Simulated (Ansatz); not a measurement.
`[SiH3]OP` + `[OH][AlH2]` → `[AlH2][O]P` + `O[SiH3]` at 700 K and 1 bar (ligand exchange at a P–O bond).

Isolated molecules relaxed with PBE0-D4/def2-TZVP in Ansatz; ΔE leaves out vibrations. CCSD(T)/CBS adds triple-zeta CCSD(T) − MP2 to the extrapolated MP2 energy (def2 sets, frozen cores). This one scheme is used for every species. Each species was taken in one conformer, which may not be the lowest.

```
     species  CCSD(T)/CBS energy (Eh)  H − E (kJ/mol)  S (J/(mol·K))
  `[SiH3]OP`               -708.22479           184.8          413.9
`[OH][AlH2]`               -319.03157           111.2          312.7
`[AlH2][O]P`               -660.56673           151.3          404.6
   `O[SiH3]`               -366.69042           144.6          321.6
```

H − E and S are ideal-gas, rigid-rotor, harmonic terms from PBE0-D4/def2-TZVP, for one conformer and one mirror image of each species. 1 Eh = 2625.50 kJ/mol, R = 8.31446 J/(mol·K).

Task: By hand: ΔE, ΔH, ΔS and ΔG.

Result: ΔE = (-660.56673) + (-366.69042) − (-708.22479) − (-319.03157) = -0.00079 Eh = -2.1 kJ/mol. Δ(H − E) = 151.3 + 144.6 − 184.8 − 111.2 = -0.1, so ΔH = -2.2 kJ/mol. ΔS = 404.6 + 321.6 − 413.9 − 312.7 = -0.4 J/(mol·K). ΔG = -2.2 − 700 × (-0.4)/1000 = -1.9 kJ/mol.

Task: By hand: the equilibrium constant, and the temperature at which ΔG would vanish if ΔH and ΔS stayed fixed.

Result: log₁₀ K = −ΔG/(RT ln 10) = 0.1. ΔG = 0 at ΔH/ΔS = 5500 K, far beyond where these terms or the molecules hold.

The number of gas molecules stays the same, so ΔS is small and ΔH decides. The sign of ΔG lies within the doubt. A doubt of 5 kJ/mol in ΔE shifts log₁₀ K by 0.4 here. Other conformers and mirror images would add mixing entropy, several J/(mol·K) or more a flexible species. Modes under 60 cm⁻¹, often nearly free rotors, make the harmonic entropy too high. These are equilibria of isolated gas molecules and say nothing of rates. Largest T1 diagnostic: 0.014 (customary marks: 0.02 for closed shells, 0.045 for open ones).
